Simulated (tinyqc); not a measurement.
Extended Hueckel theory, for SiH2-, step by step. The parameters take no account of the charge, which enters only through the electron count, and nothing here shows that the anion is bound. One step of it, computed by the program tinyqc.

Problem. Wolfsberg-Helmholz matrix. H_ij = K' S_ij (H_ii + H_jj)/2 for i != j (the diagonal keeps H_ii), with K' = 1.75.

overlap S, order 1Si 3s, 1Si 3px, 1Si 3py, 1Si 3pz, 2H 1s, 3H 1s:
$$\begin{pmatrix}
1.000000 & 0.000000 & 0.000000 & 0.000000 & 0.437743 & 0.437743 \\
0.000000 & 1.000000 & 0.000000 & 0.000000 & 0.000000 & 0.000000 \\
0.000000 & 0.000000 & 1.000000 & 0.000000 & 0.443930 & -0.443930 \\
0.000000 & 0.000000 & 0.000000 & 1.000000 & 0.308370 & 0.308370 \\
0.437743 & 0.000000 & 0.443930 & 0.308370 & 1.000000 & 0.059518 \\
0.437743 & 0.000000 & -0.443930 & 0.308370 & 0.059518 & 1.000000
\end{pmatrix}$$

diagonal H_ii (eV): 1Si 3s -17.300000, 1Si 3px -9.200000, 1Si 3py -9.200000, 1Si 3pz -9.200000, 2H 1s -13.600000, 3H 1s -13.600000

K = 1.750000

Give: H.

Solution.

H (eV), order 1Si 3s, 1Si 3px, 1Si 3py, 1Si 3pz, 2H 1s, 3H 1s:
$$\begin{pmatrix}
-17.3000 & 0.0000 & 0.0000 & 0.0000 & -11.8355 & -11.8355 \\
0.0000 & -9.2000 & 0.0000 & 0.0000 & 0.0000 & 0.0000 \\
0.0000 & 0.0000 & -9.2000 & 0.0000 & -8.8564 & 8.8564 \\
0.0000 & 0.0000 & 0.0000 & -9.2000 & -6.1520 & -6.1520 \\
-11.8355 & 0.0000 & -8.8564 & -6.1520 & -13.6000 & -1.4165 \\
-11.8355 & 0.0000 & 8.8564 & -6.1520 & -1.4165 & -13.6000
\end{pmatrix}$$
